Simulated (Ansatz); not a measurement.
**CH3Si (quartet): the correlation ladder, cc-pVDZ**

Aim: climb from Hartree-Fock through coupled cluster and multireference methods for CH3Si (quartet) at one geometry and basis, and see what each rung misses.

Computed with Ansatz 0.2.0, Gaussian basis. Level: cc-pVDZ, core rule «outside noble gas», up to 6 orbitals frozen.

Plan: UHF; CCSD(T) on ROHF; CCSD(T) on UHF; BCCD(T) on ROHF; CISD; CCSDT(Q) on ROHF; CCSDT(Q) on UHF; CASSCF and MRCISD+Q, 11 electrons in 11 orbitals; CASSCF and NEVPT2, 11 electrons in 11 orbitals.

16 further runs of the same task are left out: 6 that didn't finish, 10 set aside as unsound or not needed.

**1. What is computed**

The geometry is a PBE0/def2-TZVP stationary point (not a proven minimum) of the parent state, kept for this charge and spin.

5 atoms, charge 0, spin multiplicity 4.

Atoms are counted from 1 here; the program's logs count them from 0.

Bond lengths: Si1–C2 1.668 Å, Si1–H3 1.479 Å, Si1–H4 1.479 Å, C2–H5 1.073 Å. Angles: C2–Si1–H3 122.5°, C2–Si1–H4 122.5°, H3–Si1–H4 115.0°, Si1–C2–H5 180.0°.

**2. UHF**

Contents of in.yaml:

```yaml
crystal:
  periodic: [false, false, false]
  atoms:
    - {symbol: Si, position_ang: [0.000000, 0.000000, 0.491574]}
    - {symbol: C, position_ang: [0.000000, 0.000000, -1.176602]}
    - {symbol: H, position_ang: [0.000000, 1.247023, 1.286284]}
    - {symbol: H, position_ang: [0.000000, -1.247023, 1.286284]}
    - {symbol: H, position_ang: [0.000000, 0.000000, -2.249409]}
basis:
  gaussian: {orbitals: cc-pVDZ}
magnetization: {spin_polarized: true, initial_magnetization: 3}
hamiltonian: {xc: hf}
output: {orbitals: {seedname: orbitals}}
```

The run is started by

```sh
> ansatz run in.yaml --threads 1 --pin off --events-out ev --progress --plain --max-ram 2393MiB
```

Further steps of the session: CCSD(T) on ROHF; CCSD(T) on UHF; BCCD(T) on ROHF; CISD; CCSDT(Q) on ROHF; CCSDT(Q) on UHF; CASSCF and MRCISD+Q, 11 electrons in 11 orbitals; CASSCF and NEVPT2, 11 electrons in 11 orbitals.

**Question.** What will the summary of the whole plan be? Wanted: UCCSDT(Q) below the RHF energy; RMP2 from UCCSDT(Q); UMP2 from UCCSDT(Q); RCCSD from UCCSDT(Q); RCCSD(T) from UCCSDT(Q); UCCSD(T) from UCCSDT(Q); RCCSDT(Q) from UCCSDT(Q); NEVPT2 valence from UCCSDT(Q); MRCISD+Q valence from UCCSDT(Q).

As calculated:

| quantity | value |
| --- | --- |
| UCCSDT(Q) below the RHF energy | -6.1261 eV |
| RMP2 from UCCSDT(Q) | +1204.6 meV |
| UMP2 from UCCSDT(Q) | +1216.6 meV |
| RCCSD from UCCSDT(Q) | +164.8 meV |
| RCCSD(T) from UCCSDT(Q) | +35.0 meV |
| UCCSD(T) from UCCSDT(Q) | +33.9 meV |
| RCCSDT(Q) from UCCSDT(Q) | +1.4 meV |
| NEVPT2 valence from UCCSDT(Q) | +1014.3 meV |
| MRCISD+Q valence from UCCSDT(Q) | +27.1 meV |
| levels within 1 kcal/mol (43 meV) | RCCSD(T), UCCSD(T), BCCD(T), RCCSDT, UCCSDT, RCCSDT(Q), MRCISD+Q valence |
| T1 diagnostic | 0.022 |
| effectively unpaired electrons | 3.02 |

**Reading.** RCCSD(T) lands +35.0 meV from the yardstick (0.6 % of the correlation energy). One determinant dominates. Of the multireference levels listed MRCISD+Q valence comes nearest in total energy (+27.1 meV), which doesn't show that its space is the better one. These misses are within one basis, not against nature; the frozen cores of restricted and unrestricted runs differ, which can shift their rows.
